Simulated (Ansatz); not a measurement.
Process, species as SMILES: C=O (CH2-O) → O=[CH-] + H+
B3LYP-D3(BJ)/def2-TZVP geometries, fixed; electronic energies without zero-point terms.
Largest species:
```
C
O 1 1.1989
H 1 1.1075 2 122.05
H 1 1.1075 3 115.91 2 180.00
```

Effect of a fitting basis named in the input at PBE/def2-TZVPP with Ansatz (a program for electronic structure), against the last row, where the deprotonation energy is 405.08 kcal/mol. The default fits or decomposes integrals by the program's own choice; accuracy: high also tightens integrals, grids and stops.

```
setting                        largest shift of a total energy (mEh)  shift of the deprotonation energy (kcal/mol)
-----------------------------  -------------------------------------  --------------------------------------------
fitting: def2-SV(P)-JKFIT                                     -0.039                                         0.002
fitting: def2-universal-JKFIT                                 -0.039                                         0.002
fitting: cc-pVTZ-JKFIT                                        -0.064                                        -0.029
fitting: cc-pVQZ-JKFIT                                        -0.027                                        -0.014
fitting: cc-pV5Z-JKFIT                                        -0.016                                        -0.007
fitting: def2-universal-JFIT                                  -0.336                                        -0.162
accuracy: high                                                 0.002                                         0.000
accuracy: medium (default)                                     0.000                                         0.000
```

Within 0.02 kcal/mol in the deprotonation energy: fitting: def2-SV(P)-JKFIT; fitting: def2-universal-JKFIT; fitting: cc-pVQZ-JKFIT; fitting: cc-pV5Z-JKFIT; accuracy: high. The largest shift is 0.336 mEh in a total energy and 0.162 kcal/mol in the difference.
